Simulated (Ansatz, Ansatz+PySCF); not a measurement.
```yaml
atoms:
  - { symbol: S, position_ang: [0.0000, 0.2157, -1.4971] }
  - { symbol: S, position_ang: [0.0000, -0.6477, 0.3378] }
  - { symbol: H, position_ang: [0.0000, 0.4320, 1.1593] }
```

Basis set: cc-pVTZ on H; cc-pV(T+d)Z on S (spherical functions). Correlated methods keep 10 orbitals frozen. Correlation on ROHF uses semicanonical orbitals with singles. Charge 0, multiplicity 2.

Computed with Ansatz (development build ahead of 0.2.0); each method stands on the lowest determinant of its kind that the runs found.

(1) Give the atomization energy at this shape (free ground-state atoms in the same class of orbitals less the molecule, no zero-point energy) of doublet HS2 by ROHF-CCSD(T), ROHF-MP2, UHF-MP2.

Answers

(1)

| method | atomization energy |
| --- | --- |
| ROHF-CCSD(T) | 644.2 kJ/mol |
| ROHF-MP2 | 642.5 kJ/mol |
| UHF-MP2 | 646.1 kJ/mol |
